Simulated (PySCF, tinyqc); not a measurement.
Inside a calculation. Method: MP2 on RHF in the sto-3g basis, frozen core, for BH, spin multiplicity 1. The lowest restricted solution is unstable here: a spin-polarised one lies 0.0136 hartree lower (PySCF). One step of it, computed by the program tinyqc.

Task: Second-order Moller-Plesset energy. E2 = sum_ijab (ia|jb) [2 (ia|jb) - (ib|ja)] / (e_i + e_j - e_a - e_b) over occupied i, j and virtual a, b; the opposite-spin part is (ia|jb)^2 / denominator, the rest is same-spin, and SCS-MP2 scales them by 6/5 and 1/3.

orbital energies (hartree): MO1 -7.389428, MO2 -0.460733, MO3 -0.223701, MO4 0.242520, MO5 0.242520, MO6 0.334785

Two-electron integrals over orbitals (pq|rs), unique and non-zero (hartree); the lowest 1 orbital is frozen and left out:
```
(22|22) 0.473418    (32|22) -0.019970   (32|32) 0.111414    (33|22) 0.418274
(33|32) 0.014830    (33|33) 0.465944    (42|42) 0.094692    (43|42) -0.035070
(43|43) 0.027467    (44|22) 0.492727    (44|32) -0.074420   (44|33) 0.400336
(44|44) 0.586773    (52|52) 0.094692    (53|52) -0.035070   (53|53) 0.027467
(54|54) 0.031630    (55|22) 0.492727    (55|32) -0.074420   (55|33) 0.400336
(55|44) 0.523513    (55|55) 0.586773    (62|22) 0.055990    (62|32) 0.001926
(62|33) -0.027793   (62|44) 0.069529    (62|55) 0.069529    (62|62) 0.083241
(63|22) 0.059408    (63|32) -0.110130   (63|33) -0.020321   (63|44) 0.110559
(63|55) 0.110559    (63|62) 0.051091    (63|63) 0.161686    (64|42) 0.024493
(64|43) 0.006709    (64|64) 0.024925    (65|52) 0.024493    (65|53) 0.006709
(65|65) 0.024925    (66|22) 0.457662    (66|32) 0.045638    (66|33) 0.464928
(66|44) 0.434645    (66|55) 0.434645    (66|62) 0.026111    (66|63) -0.019190
(66|66) 0.517738
```

Hartree-Fock energy = -24.63887389 hartree

Give: Terms; Pair energies; MP2 correlation energy; SCS-MP2 correlation energy; MP2 total energy.

Result:

Terms:
```
i  j  a  b  (ia|jb)  (ib|ja)  denominator       term
3  3  6  6    0.162    0.162       -1.117     -0.023
2  2  5  5    0.095    0.095       -1.407     -0.006
2  2  4  4    0.095    0.095       -1.407     -0.006
2  2  6  6    0.083    0.083       -1.591  -4.36e-03
2  3  6  6    0.051    0.051       -1.354  -1.93e-03
3  2  6  6    0.051    0.051       -1.354  -1.93e-03
3  2  5  5   -0.035   -0.035       -1.169  -1.05e-03
2  3  5  5   -0.035   -0.035       -1.169  -1.05e-03
2  3  4  4   -0.035   -0.035       -1.169  -1.05e-03
3  2  4  4   -0.035   -0.035       -1.169  -1.05e-03
3  3  5  5    0.027    0.027       -0.932  -8.09e-04
3  3  4  4    0.027    0.027       -0.932  -8.09e-04
```

Pair energies (hartree; pair i-j sums ij and ji):
```
pair  opposite spin  same spin
2-2          -0.017      0.000
3-2          -0.008      0.000
3-3          -0.025      0.000
```

MP2 correlation energy = -0.05019 hartree

SCS-MP2 correlation energy = -0.06023 hartree

MP2 total energy = -24.68906 hartree
